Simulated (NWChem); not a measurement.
# SiH2, singlet; SMILES [SiH2]

Program: NWChem. Medium grid unless said otherwise, to which SCAN and Minnesota functionals are sensitive. Low-valent species are run as closed-shell singlets; no triplet was tried in these runs. Coordinates come from a B3LYP/6-31G* (spherical d) optimisation. Level r2SCAN/def2-TZVP: energy and gradient; each run changes one setting, and changes count from the defaults (medium grid, exact Coulomb integrals, symmetry on).

Problem. Which setting moves the energy most, and by about how much (symmetry off; Coulomb fitting, Weigend set; coarse grid; defaults; tight SCF thresholds and tolerances; Becke weights)?

Solution. Coulomb fitting, Weigend set, by about 100 μHa.
```tsv
setting	size of the energy change (μHa)	largest change of a gradient component (μHa/bohr)
defaults	< 10	< 30
coarse grid	50	100
Coulomb fitting, Weigend set	100	< 30
symmetry off	< 10	other frame
tight SCF thresholds and tolerances	< 10	< 30
Becke weights	< 10	90
```
